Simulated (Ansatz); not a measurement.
```yaml
crystal:
  periodic: [false, false, false]
  atoms:
    - {symbol: C, position_ang: [0.003939, -0.003018, -0.820510]}
    - {symbol: Cl, position_ang: [1.030895, 1.036291, 0.180759]}
    - {symbol: Cl, position_ang: [-1.032620, -1.034970, 0.178471]}
    - {symbol: H, position_ang: [-0.632658, 0.631876, -1.434505]}
    - {symbol: H, position_ang: [0.646379, -0.642390, -1.423678]}
basis:
  gaussian: {orbitals: def2-TZVP}
hamiltonian: {xc: pbe0}
relax: {f_tol: 0.004, max_steps: 80}
```

```sh
$ ansatz run in.yaml --threads 1 --pin off --events-out ev --progress --plain --max-ram 2176MiB
```

Steps of the relaxation (energy above the last step; positions in Å, forces in eV/Å):

```
5
step 1, 4.9 meV
C     0.004   -0.003   -0.821   -0.001    0.001    0.261
Cl    1.031    1.036    0.181   -0.052   -0.054   -0.193
Cl   -1.033   -1.035    0.178    0.054    0.053   -0.193
H    -0.633    0.632   -1.435    0.071   -0.071    0.063
H     0.646   -0.642   -1.424   -0.072    0.071    0.062
```

```
5
step 2, 0.7 meV
C     0.004   -0.003   -0.810    0.000    0.000    0.083
Cl    1.040    1.045    0.167   -0.079   -0.080   -0.057
Cl   -1.041   -1.044    0.164    0.080    0.080   -0.057
H    -0.630    0.629   -1.426    0.017   -0.017    0.016
H     0.643   -0.639   -1.415   -0.017    0.017    0.015
```

```
5
step 3, 0.0 meV
C     0.004   -0.003   -0.809    0.000    0.000    0.024
Cl    1.037    1.042    0.165   -0.005   -0.005   -0.001
Cl   -1.038   -1.041    0.163    0.005    0.005   -0.001
H    -0.629    0.628   -1.425    0.003   -0.003   -0.011
H     0.643   -0.639   -1.414   -0.003    0.003   -0.011
```

```
5
step 5, 0.0 meV
C     0.004   -0.003   -0.808    0.000    0.000   -0.026
Cl    1.036    1.042    0.166    0.001    0.001    0.003
Cl   -1.038   -1.040    0.164   -0.001   -0.001    0.003
H    -0.629    0.628   -1.426    0.007   -0.007    0.010
H     0.642   -0.638   -1.415   -0.007    0.007    0.010
```

```
5
step 6, 0.0 meV
C     0.004   -0.003   -0.809    0.000    0.000    0.001
Cl    1.036    1.042    0.166    0.000    0.000    0.000
Cl   -1.038   -1.040    0.164    0.000    0.000    0.000
H    -0.629    0.628   -1.426    0.000    0.000   -0.001
H     0.642   -0.638   -1.415    0.000    0.000   -0.001
```

Close pairs at the end: C1–H4 1.086 Å, C1–H5 1.086 Å, C1–Cl2 1.763 Å, C1–Cl3 1.763 Å.

A stationary point of restricted PBE0 after 6 steps (its stability towards spin polarisation wasn't tested); no frequencies were run, so it isn't proven a minimum. 18 s on 1 thread of Arm Neoverse V2, shared host.
